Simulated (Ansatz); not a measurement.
**BSiP+ (quartet): wave-function methods side by side, def2-TZVPP**

The task here is to estimate one member of a computed series from the others.

The runs use Ansatz 0.2.0, Gaussian basis; def2-TZVPP, core rule «outside noble gas», up to 11 orbitals frozen.

The runs, in order: UHF; ROHF; CCSD(T) on UHF.

2 further runs of the same task are left out: 2 set aside as unsound or not needed.

## What is computed

The geometry is a PBE0/def2-TZVP stationary point (not a proven minimum) of the parent state, kept for this charge and spin.

3 atoms, charge 1, spin multiplicity 4.

Atoms are counted from 1 here; the program's logs count them from 0.

Bond lengths: B1–Si2 1.861 Å, Si2–P3 2.006 Å. Angles: B1–Si2–P3 180.0°.

Set-up of the first run:

in.yaml reads:

```yaml
crystal:
  periodic: [false, false, false]
  atoms:
    - {symbol: B, position_ang: [0.000000, 0.000000, 1.909700]}
    - {symbol: Si, position_ang: [0.000000, 0.000000, 0.048400]}
    - {symbol: P, position_ang: [0.000000, 0.000000, -1.958100]}
basis:
  gaussian: {orbitals: def2-TZVPP}
total_charge: 1
magnetization: {spin_polarized: true, initial_magnetization: 3}
hamiltonian: {xc: hf}
output: {orbitals: {seedname: orbitals}}
```

Command:

```bash
> ansatz run in.yaml --threads 1 --pin off --events-out ev --progress --plain --max-ram 4096MiB --backend cpu
```

Among the steps run: UHF; ROHF; CCSD(T) on UHF.

One table of the session follows, with a row left open; its other results are not shown here.

It belongs to the step «Misses and costs». 

```
  method  from UCCSD(T) (kcal/mol)
    ROHF                   +187.41
     UHF                   +178.28
    UMP2                         ?
   UCCSD                    +12.05
UCCSD(T)                         0
```

Estimate the missing values for UMP2.

As computed: from UCCSD(T) (kcal/mol): +43.88. In the column «from UCCSD(T) (kcal/mol)» it lies between UCCSD (+12.05) and UHF (+178.28).

To keep in mind: The determinant is far from a pure spin state, so its energy mixes those of several spin states (harmless only where they are near-degenerate, as at dissociation).
